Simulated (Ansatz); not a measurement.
`CC1=CC=N1` → `C/C=C/C#N`  (isomerisation)

Gas-phase electronic energies from Ansatz, PBE0-D4/def2-TZVP geometries. CCSD(T)/CBS is the MP2 limit (def2-TZVPP, def2-QZVPP) plus CCSD(T) − MP2 in def2-TZVPP, frozen cores. This one scheme is used for every species. DFT in def2-TZVPP.

| level | ΔE (eV) |
| --- | --- |
| RPA@PBE/def2-TZVPP | -2.63 |
| SCS-MP2/def2-TZVPP | -2.86 |

Q: What does CCSD(T)/CBS give? (Estimate.)

A: Computed: -2.65 eV. The listed levels differ from it by 0.02, -0.21 eV.

Largest T1 diagnostic among the species: 0.019.

In def2-TZVPP, CCSD(T) changes the Hartree–Fock value by +0.43 eV (the triples alone add +0.07 eV) and MP2 by +0.29 eV. From BLYP to BHLYP (50 % exact exchange), in def2-TZVPP and without D4, ΔE moves by −0.06 eV.
